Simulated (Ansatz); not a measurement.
# How far a parabola holds: energy against volume of rock-salt AgCl

Rock-salt AgCl was calculated with PBE-D3(BJ) (Ansatz, an electronic-structure program, PAW). Run with plane-wave cutoff 520 eV, 10×10×10 k mesh, Fermi–Dirac smearing 0.01 eV, no spin polarisation, scalar-relativistic PAW data made under PBE. The cell has no free parameter but its volume, all volumes share cutoff and mesh, and the runs aren't spin-polarised. Energies are free energies at the run's smearing, counted from the lowest row; static lattice.

| V (Å³/atom) | E (meV/atom) |
|---|---|
| 19.665 | ? |
| 20.084 | 5.66 |
| 20.502 | 1.35 |
| 20.920 | 0.00 |
| 21.339 | 1.28 |
| 21.757 | 4.87 |

Problem. Fit E against V with a parabola, and predict the withheld value at V = 19.665.

Solution. With u = V - 20.9, the rows have u = -0.8160, -0.3980, 0.0200, 0.4390, 0.8570. Least squares gives E = 0.009 - 0.7030·u + 7.5268·u². Residuals (row less fit): 0.066, -0.131, 0.002, 0.129, -0.065; standard error 0.145 (degrees of freedom: 2). The fitted curve has its minimum at V = 20.9, where E = -0.01. Its curvature is d²E/dV² = 2 × 7.5268 meV/Å⁶, so B = V0·d²E/dV² × 0.1602 = 50.5 GPa. At the withheld row, u = -1.2350, so E = 0.009 - 0.7030 × (-1.2350) + 7.5268 × (-1.2350)² = 12.357 meV/atom. The calculation gives 13.34 meV/atom, 0.983 meV/atom above the prediction (7.4 % of the range of E in the table). The row lies outside the fitted rows, so this is an extrapolation. From the scatter of the fitted rows alone, a prediction at this place has a standard error of 0.345 meV/atom, so the miss is 2.9 times that.

The residuals are curvature that a parabola lacks, not noise. A solid that stiffens under compression and softens on expansion lies above the parabola at the compressed end and under it at the expanded end, as this row does. A third-order Birch-Murnaghan fit to the whole scan has B0 = 50.2 GPa. Only scans are tabulated whose curvature falls smoothly with volume, and where the parabola meets the shown rows within 5 % of their range and misses the end by 0.1 meV or more.

Measured, for comparison: bulk modulus 44 GPa (temperature not stated, no zero-point or thermal correction, sources range from 44.0 to 53.5; as tabulated in Toher et al. (2017), arXiv:1611.05714). Computed less measured: bulk modulus +14 % (against room or unstated temperature, where such soft solids are markedly softer).
